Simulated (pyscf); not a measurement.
Four-centre exchange: `[OH][SiH3]` + `[OH][GaH2]` -> `[SiH3][O][GaH2]` + `[OH2]`

Gas phase, singlet surface, charge 0. Bonds broken: O1–H3, Ga2–O6. Bonds formed: O1–Ga2, H3–O6. Optimised with ωB97X-D3(BJ)/def2-SVP in PySCF.

Transition state (Å):

```xyz
11

O     -0.7965     0.6676     0.3971
Ga    -2.2317    -0.7191     0.1309
H     -1.0988     0.7365    -0.7174
H     -1.5541    -2.1222     0.1886
H     -3.5710    -0.2277     0.7645
O     -1.8777     0.1635    -1.5702
Si     0.7511     0.6251     1.0397
H     -2.5706     0.7217    -1.9419
H      0.6417     0.2502     2.4760
H      1.5954    -0.3751     0.3253
H      1.3725     1.9726     0.9121
```

One imaginary mode, 834i cm⁻¹; descent along it reached the two sides named, in the forms told below.

| bond | change | reactant side (Å) | saddle | product side |
|---|---|---|---|---|
| O1–H3 | breaks | 0.992 | 1.157 | 1.998 |
| Ga2–O6 | breaks | 1.854 | 1.949 | 2.133 |
| O1–Ga2 | forms | 2.127 | 2.013 | 1.846 |
| H3–O6 | forms | 1.821 | 1.289 | 0.980 |

Electronic energies relative to the separated reactants (kcal/mol):

| level | barrier | reaction energy | reverse barrier |
|---|---|---|---|
| ωB97X-D3(BJ)/def2-TZVP | -12.2 | -4.4 | -7.8 |
| PBE/def2-TZVP | -10.9 | -1.9 | -9.0 |
| r²SCAN/def2-TZVP | -13.2 | -2.8 | -10.3 |
| B3LYP-D3(BJ)/def2-TZVP | -10.8 | -3.4 | -7.3 |
| PBE0-D3(BJ)/def2-TZVP | -12.5 | -3.3 | -9.1 |
| M06-2X/def2-TZVP | -13.9 | -3.9 | -10.0 |
| ωB97M-D3(BJ)/def2-TZVP | -10.1 | -3.1 | -6.9 |
| HF/def2-TZVP | -0.2 | -4.4 | 4.2 |

With ωB97M-D3(BJ)/def2-TZVP energies and thermal terms (ideal gas, 1 atm, RRHO with modes under 100 cm⁻¹ raised to 100, one conformer, R ln 2 for chiral ones without a mode under 150 cm⁻¹), in kcal/mol:

```tsv
T (K)	ΔH‡	ΔG‡	ΔH	ΔG
298	-11.0	1.0	-2.9	-2.6
600	-10.8	13.1	-2.8	-2.3
900	-10.3	25.0	-2.8	-2.1
1200	-9.6	36.6	-2.9	-1.8
```

On the reactant side the descent ends in an adduct with a Ga–O contact, 16.2 kcal/mol under the separated species and 4.0 kcal/mol under the saddle at ωB97X-D3(BJ)/def2-TZVP. On the product side the descent ends in an adduct with a Ga–O contact, 17.9 kcal/mol under the separated species and 10.1 kcal/mol under the saddle at ωB97X-D3(BJ)/def2-TZVP. At ωB97X-D3(BJ)/def2-TZVP, PBE, r²SCAN, B3LYP-D3(BJ), PBE0-D3(BJ), M06-2X, ωB97M-D3(BJ)/def2-TZVP, HF the saddle lies under the separated reactants, which points to a path from their complex (located at ωB97X-D3(BJ) alone). At ωB97X-D3(BJ)/def2-TZVP, PBE, r²SCAN, B3LYP-D3(BJ), PBE0-D3(BJ), M06-2X, ωB97M-D3(BJ) the saddle lies under the separated products, which points to a path from their complex (located at ωB97X-D3(BJ) alone). What is counted as formed (Ga–O) is already present as a longer contact in the reactant adduct; forming that adduct is a step of its own. What is counted as broken (Ga–O) persists as a longer contact in the product adduct; parting that adduct is a step of its own. This is the saddle that the search found; another between the same sides may lie lower. Elements up to Kr have no core potential and no relativistic terms here.
